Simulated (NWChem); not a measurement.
Program: NWChem. System: nitric oxide (NO), charge 0, spin multiplicity 2, at a geometry optimised with UPBE0/def2-SVP. Its SCF solution wasn't tested for a lower state. Level: UMP2/6-311G** (spherical d), 2 core orbitals frozen.

Job file:

```
start mol
memory heap 200 mb stack 800 mb global 1000 mb
geometry units angstroms nocenter noautoz
  N      0.000000     0.000000     0.609265
  O      0.000000     0.000000    -0.533107
  symmetry group C2v
end
basis spherical
  * library 6-311g**
end
scf
  uhf
  nopen 1
  maxiter 100
  thresh 1e-7
  semidirect memsize 60000000 filesize 0
  # guess.movecs holds the orbitals of an unrestricted PBE0 run
  vectors input guess.movecs output mol.movecs
end
mp2
  freeze core 2
end
task mp2 energy
```

Part of the output:

```
             Northwest Computational Chemistry Package (NWChem) 7.3.0
             --------------------------------------------------------

                                NWChem Input Module
                                -------------------

 Scaling coordinates for geometry "geometry" by  1.889725989
 (inverse scale =  0.529177249)

 Turning off AUTOSYM since
 SYMMETRY directive was detected!

                             Geometry "geometry" -> ""
                             -------------------------

 Output coordinates in angstroms (scale by  1.889725989 to convert to a.u.)

  No.       Tag          Charge          X              Y              Z
 ---- ---------------- ---------- -------------- -------------- --------------
    1 N                    7.0000     0.00000000     0.00000000     0.60926500
    2 O                    8.0000     0.00000000     0.00000000    -0.53310700

 Effective nuclear repulsion energy (a.u.)      25.9406970269

            Nuclear Dipole moment (a.u.)
            ----------------------------
        X                 Y               Z
 ---------------- ---------------- ----------------
     0.0000000000     0.0000000000    -0.0000018897

      Symmetry information
      --------------------

 Group name             C2v
 Group number             16
 Group order               4
 No. of unique centers     2

      Symmetry unique atoms

     1    2


 Summary of "ao basis" -> "" (spherical)
 ------------------------------------------------------------------------------
       Tag                 Description            Shells   Functions and Types
 ---------------- ------------------------------  ------  ---------------------
 *                          6-311g**                  on all atoms

 Summary of "ao basis" -> "ao basis" (spherical)
 ------------------------------------------------------------------------------
       Tag                 Description            Shells   Functions and Types
 ---------------- ------------------------------  ------  ---------------------
 N                          6-311g**                 8       18   4s3p1d
[...]
  AO/Fock/Back tols     =   1.0D-09  1.0D-09  1.0D-09

 GA uses MA = F    GA memory limited = T

 Available:
  local mem=  1.15D+08
 global mem=  1.31D+08
 local disk=  0.00D+00
  mp2_memr nvloc                    28
  nvloc new                    28
   1 passes of   6:        2097152                       6927                    382690.
   1 passes of   6: M    114686085           G      131069408           F     112588933.

 Semi-direct pass number   1 of   1  for UHF alpha       at        0.4s
  vrange nnbf                   666
  mp2_eaftype                    10  avail_ma_in_mb                   999
 EAF : mp2_eaftype filesize          10     191345.
  mp2_eaf for mointskh                     10
Node 0 wrote      0.9 Mb in      0.0 s     Agg I/O rate:   921.5 Mb/s
 Done moints_semi at        0.5s
  mp2_eaftype                    10  avail_ma_in_mb                   989
 EAF : mp2_eaftype filesize          10     191345.
  mp2_eaf for kh                    10
 Done maket at        0.5s
 Done multipass loop at        0.5s

 GA uses MA = F    GA memory limited = T

 Available:
  local mem=  1.15D+08
 global mem=  1.31D+08
 local disk=  0.00D+00
  mp2_memr nvloc                    29
  nvloc new                    29
   1 passes of   5:        2097152                       6341                    330609.
   1 passes of   5: M    114686085           G      131069408           F     112588933.

 Semi-direct pass number   1 of   1  for UHF beta        at        0.5s
  vrange nnbf                   666
  mp2_eaftype                    10  avail_ma_in_mb                   999
 EAF : mp2_eaftype filesize          10     165305.
  mp2_eaf for mointskh                     10
Node 0 wrote      0.8 Mb in      0.0 s     Agg I/O rate:  1055.1 Mb/s
 Done moints_semi at        0.7s
  mp2_eaftype                    10  avail_ma_in_mb                   989
 EAF : mp2_eaftype filesize          10     165305.
  mp2_eaf for kh                    10
 Done maket at        0.7s
 Done multipass loop at        0.7s

          -------------------------------------------
          SCF energy                -129.281595658580
          Correlation energy          -0.337459040542
          Singlet pairs                0.000000000000
          Triplet pairs                0.000000000000
          Total MP2 energy          -129.619054699123
          -------------------------------------------

          ---------------------------------------------------
                    Spin Component Scaled (SCS) MP2
          Same spin pairs                     -0.092077180024
          Same spin scaling factor             0.333333333333
          Opposite spin pairs                 -0.245381860518
          Opposite spin scaling fact.          1.200000000000
          SCS-MP2 correlation energy          -0.325150625963
          Total SCS-MP2 energy              -129.606746284543
          ---------------------------------------------------

 -----------------------
 Performance information
 -----------------------

 Timer overhead =  1.75D-07 seconds/call

               Nr. of calls         CPU time (s)                 Wall time (s)                GFlops
             ---------------    -------------------     ------------------------------   -------------------
Name         Min   Avg   Max    Min     Avg     Max     Min     Avg     Max   Mx/calls   Min     Max     Sum
mp2: moin     2     2     2   0.33    0.33    0.33     0.33    0.33    0.33    0.17      0.0     0.0     0.0
mp2: make     2     2     2   2.71E-2 2.71E-2 2.71E-2  2.71E-2 2.71E-2 2.71E-2 1.35E-2   0.0     0.0     0.0
mp2: tota     1     1     1   0.39    0.39    0.39     0.39    0.39    0.39    0.39      0.0     0.0     0.0

 The average no. of pstat calls per process was 5.00D+00
 with a timing overhead of 8.74D-07s

 Task  times  cpu:        0.7s     wall:        0.7s

 Total times  cpu:        0.7s     wall:        0.7s
```
